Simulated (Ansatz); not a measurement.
Anatase TiO₂ (metastable phase), treated with rVV10 (PAW; Ansatz, a quantum-chemistry and plane-wave program).

Run with plane-wave cutoff 520 eV, 12×12×12 k mesh, Fermi–Dirac smearing 0.01 eV, no spin polarisation, scalar-relativistic PAW data made under PBE.

Response to compression and expansion:

Shape and atoms are relaxed at each volume.

```tsv
V (Å³/atom)	P (GPa)	direct gap at Γ (eV)	smallest gap on the k mesh (eV)	c (Å)
11.272	7.33	2.556	2.002	9.404
11.507	3.56	2.526	2.028	9.550
11.741	0.00	2.490	2.044	9.686
11.976	-3.29	2.452	2.054	9.815
12.211	-6.36	2.409	2.054	9.932
```

The fundamental gap (2.04 eV at the equilibrium volume, with added k points) lies elsewhere than Γ–Γ.

Note: the bulk modulus comes from volumes at which shape and atoms were relaxed.
